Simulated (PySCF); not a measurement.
Species: H2S2.
Z-matrix (Å and degrees, PBE0-D3(BJ)/def2-SVP geometry), rows numbered from 1:
```
S 
S   1  2.0731
H   1  1.3557  2   98.27
H   2  1.3557  1   98.25  3   -91.03
```

The closed-shell ground state was solved at several levels (PySCF, density fitting, gas phase, non-relativistic).

```
           level  basis functions  HOMO (eV)  LUMO (eV)  gap (eV)  dipole (D)
wB97X-D/pcSseg-1               58      -9.54       0.68     10.22        1.61
   PBE0/pcSseg-1               58      -7.62      -1.08      6.54        1.59
```

Task: What might CAM-B3LYP/def2-SVPD (70 basis functions) give for the same quantities?

Result: HOMO -8.97 eV, LUMO -0.32 eV, gap 8.65 eV, dipole 1.20 D.

Task: Over all these levels, which gives the widest orbital gap and which the narrowest?

Result: wB97X-D/pcSseg-1 (range-separated hybrid) has the widest, 10.22 eV, and PBE0/pcSseg-1 (global hybrid, 25 % exact exchange) the narrowest, 6.54 eV. The two share the basis. From the narrowest to the widest the HOMO moves by -1.92 eV and the LUMO by +1.76 eV.

Task: How far do the dipole and the HOMO energy spread over the levels?

Result: The dipole runs from 1.20 to 1.61 D (mean 1.46 D) and the HOMO from -9.54 to -7.62 eV.
